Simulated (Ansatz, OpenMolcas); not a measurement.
# SiO (SMILES O=[Si]): the energy, rung by rung

SiO has 2 atoms, charge 0, and is taken as a singlet. SMILES: `O=[Si]`. Geometry: relaxed at PBE0-D4/def2-TZVP.

```
atom    x (Å)    y (Å)    z (Å)
   O  -0.6407   0.2315  -0.3240
  Si   0.6407  -0.2315   0.3240
```

Each level gives the energy change with the O1–Si2 bond stretched from 1.509 to 2.263 Å (eV). The values are calculated.

```json
{"level": "PBE/STO-3G (restricted)", "kind": "GGA", "program": "Ansatz", "value (eV)": "5.24", "less FCI/STO-3G": "+0.41", "CPU time (all runs)": "1 s"}
{"level": "revPBE/STO-3G (restricted)", "kind": "GGA", "program": "Ansatz", "value (eV)": "5.13", "less FCI/STO-3G": "+0.30", "CPU time (all runs)": "1 s"}
{"level": "B3LYP/STO-3G (restricted)", "kind": "global hybrid", "program": "Ansatz", "value (eV)": "6.07", "less FCI/STO-3G": "+1.24", "CPU time (all runs)": "1.1 s"}
{"level": "M06-2X/STO-3G (restricted)", "kind": "hybrid meta-GGA", "program": "OpenMolcas", "value (eV)": "7.18", "less FCI/STO-3G": "+2.35", "CPU time (all runs)": "6.1 s"}
{"level": "wB97M-V/STO-3G (restricted)", "kind": "range-separated hybrid", "program": "Ansatz", "value (eV)": "7.04", "less FCI/STO-3G": "+2.21", "CPU time (all runs)": "13 s"}
{"level": "wB97X/STO-3G (restricted)", "kind": "range-separated hybrid", "program": "Ansatz", "value (eV)": "7.05", "less FCI/STO-3G": "+2.22", "CPU time (all runs)": "4.2 s"}
{"level": "CISD/STO-3G (restricted)", "kind": "coupled cluster or CI", "program": "OpenMolcas", "value (eV)": "5.25", "less FCI/STO-3G": "+0.42", "CPU time (all runs)": "4.1 s"}
{"level": "FCI/STO-3G", "kind": "exact in the basis", "program": "Ansatz", "value (eV)": "4.83", "less FCI/STO-3G": "0.00", "CPU time (all runs)": "0.58 s"}
```

FCI/STO-3G is exact within its basis and frozen core, so for wave-function methods in that basis the difference is their error; functionals converge differently with the basis, so for them it is only a difference. The first shape isn't each level's own minimum. The values span 4.83 to 7.18 eV. All rows use very small basis sets, so even the best lies far from the true value. Times are those of the runs behind each value, whatever else they computed, on shared processors of several kinds: orders of magnitude only.
